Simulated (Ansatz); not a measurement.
CHO (SMILES [CH]=O, charge +1) moved off its minimum; all values from Ansatz (a first-principles code), cores frozen in correlated methods.
(charge 1, multiplicity 1)
```xyz
3

C      0.07417     0.10107    -0.51450
O     -0.05505    -0.12369     0.51637
H     -0.08891     0.06318    -1.53371
```

Forces at MP2/aug-cc-pVTZ (eV/Å):

| atom | Fx | Fy | Fz |
|---|---|---|---|
| C1 | 0.115 | 0.775 | -6.350 |
| O2 | -0.416 | -1.306 | 8.818 |
| H3 | 0.302 | 0.531 | -2.468 |

### Question
Give the forces (eV/Å), the total energy and the dipole at CCSD(T)/aug-cc-pVTZ.

### Answer

| atom | Fx | Fy | Fz |
|---|---|---|---|
| C1 | 0.049 | 0.633 | -5.557 |
| O2 | -0.332 | -1.158 | 8.127 |
| H3 | 0.283 | 0.525 | -2.570 |
Energy -113.3815 hartree.
